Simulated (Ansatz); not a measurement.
Start from `O/C=C\Cl` and change one atom or group (the configuration at the double bond changes too) to get `N/C(Cl)=C\O`.

Ansatz, PBE0-D4/def2-TZVP geometries, multiplicity 1. Each molecule was computed in one conformer, which needn't be the lowest.

```tsv
property	`O/C=C\Cl`
zero-point energy (PBE0-D4/def2-TZVP) / kJ/mol	127.5
size of the dipole moment (ωB97M-V/def2-TZVPP) / D	0.72
HOMO–LUMO gap (ωB97M-V/def2-TZVPP) / eV	11.60
HOMO energy (PBE/def2-TZVPP) / eV	-5.58
size of the dipole moment (B3LYP/def2-TZVPP) / D	0.70
LUMO energy (PBE0/def2-TZVPP) / eV	0.43
```

**Question.** What does the change do to each property? (An estimate is asked.)

**Answer.** Computed: 
| property | `N/C(Cl)=C\O` | shift |
| --- | --- | --- |
| zero-point energy (PBE0-D4/def2-TZVP) / kJ/mol | 173.7 | 46.2 |
| size of the dipole moment (ωB97M-V/def2-TZVPP) / D | 1.89 | 1.17 |
| HOMO–LUMO gap (ωB97M-V/def2-TZVPP) / eV | 10.76 | -0.84 |
| HOMO energy (PBE/def2-TZVPP) / eV | -5.22 | 0.36 |
| size of the dipole moment (B3LYP/def2-TZVPP) / D | 1.92 | 1.22 |
| LUMO energy (PBE0/def2-TZVPP) / eV | 0.54 | 0.11 |

With PBE0 the HOMO rises by 0.36 eV and the LUMO rises by 0.11 eV, so the gap narrows by about 0.25 eV. PBE moves the HOMO by 0.36 eV and ωB97M-V by 0.37 eV. The zero-point energy changes by 46.2 kJ/mol with +6 modes. Dipoles are sizes alone; their direction can turn.

B3LYP here is the variant with VWN-RPA as its local correlation; programs differ in this.
